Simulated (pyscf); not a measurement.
This saddle point was located with ωB97X-D3(BJ)/def2-SVP in PySCF.

```xyz
7

V     -0.9045    -0.3419    -0.3465
Cl    -0.5193     1.6134     1.1284
Cl    -0.3812    -1.8103    -1.7994
Cl    -2.6184     0.5445    -1.1958
Cl    -1.6033    -1.5154     1.2585
F      0.9171     0.3248    -0.5298
H      0.6421     1.1277     0.2540
```
Charge 0, spin multiplicity 2.

Surface: doublet, charge 0. Lowest wavenumbers (cm⁻¹): 578i, 36, 121, 126, 136.

**Question.** Which two sides does it connect, and which bonds change?

**Answer.** [Cl–V(Cl)(Cl)–Cl]• + hydrogen fluoride (HF) <-> [F–V(Cl)(Cl)–Cl]• + hydrogen chloride (HCl), a four-centre exchange read from left to right: Cl–V, F–H broken and F–V, Cl–H formed. At ωB97M-D3(BJ)/def2-TZVP it lies +0.55 eV from the left side and +0.68 eV from the right (each side as separated species at their lowest minima found). On the reactant side the descent ends in an adduct with a F–V contact, 0.10 eV under the separated species and 0.64 eV under the saddle at ωB97X-D3(BJ)/def2-TZVP. What is counted as formed (F–V) is already present as a longer contact in the reactant adduct; forming that adduct is a step of its own. This is the saddle that the search found; another between the same sides may lie lower. Open-shell species with a d-block atom are single-reference here; other states, and whether the spin sits on metal or ligand, were not checked.
